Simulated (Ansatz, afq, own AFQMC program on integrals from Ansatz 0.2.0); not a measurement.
AFQMC on a folder of integrals that Ansatz 0.2.0 wrote.

```yaml
crystal:
  periodic: [false, false, false]
  atoms:
    - {symbol: Si, position_ang: [-0.877887, 0.000000, 0.000000]}
    - {symbol: H, position_ang: [-1.372758, 1.399708, 0.000000]}
    - {symbol: H, position_ang: [-1.372758, -0.699854, 1.212183]}
    - {symbol: H, position_ang: [-1.372758, -0.699854, -1.212183]}
    - {symbol: H, position_ang: [0.855113, 0.000000, 0.000000]}
    - {symbol: N, position_ang: [1.995113, 0.000000, 0.000000]}
basis:
  gaussian: {orbitals: cc-pVTZ}
magnetization: {spin_polarized: true, initial_magnetization: 3}
correlation: {method: ccsd_t, electrons: outside_noble_gas, hamiltonian_folder: ham}
```

```sh
$ ansatz run in.yaml --threads 1 --pin off --events-out ev --progress --plain --max-ram 16896MiB --backend cuda --devices 0, --max-vram 18GiB
```

Options of the walk:

```
--method phaseless --trial cisd --walkers 600 --populations 10 --least-time 60 --time-step 0.005 --steps-per-block 50 --equilibration-blocks 28 --max-blocks 4000 --target-error 0.00021 --factor-cut 1e-05 --start spin_pure --seed 7163 --release-times 0.24,0.51,0.99,1.62,2.4 --release-step 0.03 --release-every 3 --taylor-order 6
```

Times are imaginary, in 1/Eh. The walk had a cap of 230 s. With eight or more populations the least sampling time is a fifth of least-time, and the error comes from their spread.

Log:

```
orbitals 114  electrons 8 5  factors 685 of 689
reference energy -345.59384135 Eh
CCSD correlation -0.31007417 Eh in 12 cycles, weight of the determinant in the CISD state 0.8710
energy of the start -345.902331 Eh
 block  time / (1/Eh)  mean weight  energy / Eh
     1     0.250  1.0008  -345.899242
     2     0.500  0.9999  -345.902617
     3     0.750  0.9990  -345.906734
     4     1.000  1.0000  -345.909689
     5     1.250  0.9998  -345.912412
    10     2.500  0.9994  -345.914205
    19     4.750  0.9991  -345.915537
    29     7.250  0.9999  -345.917254
    39     9.750  0.9997  -345.913562
    49    12.250  1.0015  -345.913926
    59    14.750  1.0000  -345.914802
    69    17.250  1.0001  -345.915075
    73    18.250  1.0005  -345.917641
    79    19.750  0.9998  -345.912248
    89    22.250  1.0006  -345.912090
    99    24.750  1.0000  -345.912423
   107    26.750  0.9995  -345.914507
error from the spread of 10 populations
released: time / (1/Eh)  energy / Eh  error  mean overlap
  0.24  -345.913958  0.000375  1.0048
  0.51  -345.914564  0.000253  0.9982
  0.99  -345.914622  0.000283  0.9974
  1.62  -345.914667  0.000183  0.9890
  2.40  -345.914887  0.000381  0.9600
energy -345.914374 +/- 0.000203 Eh
(rows thinned)
```

The run passed its tests (sampling time, drift between the halves within three errors, error under three times the target), which doesn't prove that it has relaxed.

Against this walk (error 5.5 meV) on the same determinant: CCSD(T) 35.7 meV higher. The error is statistical and leaves out the bias of the constraint. Released to 2.40 1/Eh the energy moves by -14 ± 12 meV (both errors), within twice the noise.

Cautions: constraint bias not in the error; lower spins were not checked.

The walk took 100 s on 1 × NVIDIA H100 80GB HBM3 with 2 threads of AMD EPYC 7R13 Processor (Zen 3), on a shared host (the card was shared). The log's last line is the phaseless energy.

A walk keeps the symmetry of its determinant, which the program's search chose and which needn't be the lowest solution, so a lower state of the same spin and another symmetry isn't excluded.
